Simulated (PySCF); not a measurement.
C₅H₈N (doublet state).
SMILES with atom numbers: `[CH2:1]=[N:2]/[CH:3]=[CH:4]/[CH:5][CH3:6]` (hydrogens: H7, H8 on C1; H9 on C3; H10 on C4; H11 on C5; H12, H13, H14 on C6)

Structure used (GFN2-xTB), in Å, numbered top down from 1:
```
atom  x, y, z in Å
C1     3.296    0.424    0.188
N2     2.063    0.703    0.381
C3     1.060   -0.156    0.472
C4    -0.267    0.280    0.311
C5    -1.350   -0.522    0.429
C6    -2.751   -0.066    0.244
H7     3.658   -0.555   -0.126
H8     4.018    1.217    0.296
H9     1.244   -1.201    0.731
H10   -0.400    1.325    0.064
H11   -1.216   -1.567    0.673
H12   -3.229   -0.625   -0.563
H13   -2.793    0.994    0.009
H14   -3.333   -0.251    1.148
```

The hyperfine couplings belong to this conformer and change with its torsions.

Method: PySCF, UKS B3LYP, pcH-1 on C H N, non-relativistic, mean-field spin-orbit, GIAO. The structure is a single GFN2-xTB conformer in the gas phase; no vibrational or solvent corrections. A GFN2-xTB geometry isn't a minimum of the functional, and hyperfine couplings can be far from their values at a DFT geometry. The frame is twisted about the N2–C3 bond at this geometry (dihedral C1–N2–C3–H9 = 22°); couplings at other torsion angles weren't computed. No stability test was run, so a lower SCF solution isn't excluded. ⟨S²⟩ is 0.783 where a pure state has 0.75.

Q: The isotropic 13C couplings are +54.1, +51.2, +37.4, -35.0, -15.2 MHz. Assign them to C1; C3; C4; C5; C6.

A: 
```csv
site,a_iso (MHz),ρ(0) (bohr⁻³),position,distance from C3 (Å),spin population,largest |T| (MHz)
C1,+51.2,+0.0456,a main spin site,2.33,+0.46,72.8
C3,+54.1,+0.0481,largest spin population,0.00,+0.49,82.8
C4,-35.0,-0.0312,1 bond from C5,1.41,-0.20,23.2
C5,+37.4,+0.0333,a main spin site,2.44,+0.43,68.2
C6,-15.2,-0.0135,1 bond from C5,3.82,-0.04,1.2
```

ρ(0) is the spin density at the nucleus and T the dipolar tensor; entries for several nuclei are means. The Mulliken spin populations are largest on C3 (+0.49), C1 (+0.46), C5 (+0.43) and C4 (-0.20). Three atoms exceed +0.15. Main spin sites, with 60 % or more of the largest population: C1, C3, C5; positions count bonds from the nearest.

Means are taken over nuclei equivalent by connectivity, which assumes that they swap fast. The three 1H nuclei of mean +33.7 MHz run from 1.3 to 51.7 MHz in the frozen geometry.

The SMILES `C=N/C=C/[CH]C` draws the unpaired electron on C5, whose computed spin population is only +0.43.
